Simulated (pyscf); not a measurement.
Cl–Sn(Cl)(Cl)–Cl + H atom (H•) -> hydrogen chloride (HCl) + Cl–Sn:–Cl [singlet] + Cl atom (Cl•), gas phase, doublet surface. Optimised with ωB97X-D3(BJ)/def2-SVP in PySCF. ΔG in kcal/mol from ωB97M-D3(BJ)/def2-TZVP energies (ideal gas, 1 atm, RRHO with modes under 100 cm⁻¹ raised to 100, one conformer, R ln 2 for chiral ones without a mode under 150 cm⁻¹).

| T (K) | ΔG |
|---|---|
| 298 | +9.6 |
| 600 | -2.2 |
| 900 | ? |
| 1200 | -23.9 |

### Question
Fit a line to the three values, predict ΔG at 900 K, and estimate where the reaction turns favourable at 1 atm of each gas.

### Answer
Least squares gives ΔG = +20.4 − 37.0 × T/1000 K, so ΔS is about +155 J/(mol K) and ΔH about +20.4 kcal/mol over this range (ΔH at 298 K: +21.8). At 900 K the line gives -12.9; the computed value is -13.3. ΔG = 0 falls near 550 K; 1 kcal/mol in the energy moves that by 27 K. This is thermodynamics alone and says nothing of the barrier. Left out: orbital degeneracy and the spin-orbit lowering of Cl. Elements past Kr carry the def2 core potentials, without spin-orbit coupling.
